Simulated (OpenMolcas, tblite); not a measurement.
CH3BO (Borane carbonyl): the dipole moment, rung by rung

CH3BO has 6 atoms, charge 0, and is taken as a singlet. SMILES: `[BH3-]C#[O+]`. Geometry: relaxed at PBE0-D4/def2-TZVP.

Quantity: the dipole moment, in D. The values are calculated.

```
           level             kind     program  value (D)   CPU time
        GFN2-xTB   semi-empirical      tblite       0.71  under 2 s
    HF/def2-TZVP     Hartree–Fock  OpenMolcas       1.68       14 s
 SVWN5/def2-TZVP              LDA  OpenMolcas       1.09       29 s
   PBE/def2-TZVP              GGA  OpenMolcas       1.26       39 s
 M06-L/def2-TZVP         meta-GGA  OpenMolcas       1.43       50 s
M06-2X/def2-TZVP  hybrid meta-GGA  OpenMolcas       1.44       43 s
```

The values span 0.71 to 1.68 D. Magnitudes only: a small dipole may point the other way at some levels. Times are those of the runs behind each value, whatever else they computed, on shared processors of several kinds: orders of magnitude only.
